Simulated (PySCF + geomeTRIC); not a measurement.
A geometry relaxed with CAM-B3LYP-D3(BJ)/def2-TZVP in PySCF + geomeTRIC, charge 0, multiplicity 1:

```xyz
10

H     -2.0942     0.6187    -0.2330
H      1.2637    -1.1508    -0.4939
H      1.2708    -0.5083     1.1387
O      0.1239     1.7121    -0.6667
C      1.2691    -0.2250     0.0845
H     -1.3711    -0.3502     1.0761
H     -1.3772    -0.9789    -0.5618
H      2.1644     0.3464    -0.1440
C     -1.2891    -0.0633     0.0261
C      0.0431     0.5922    -0.2311
```

Question: Write the SMILES of this molecule.

Answer: `CC(C)=O`
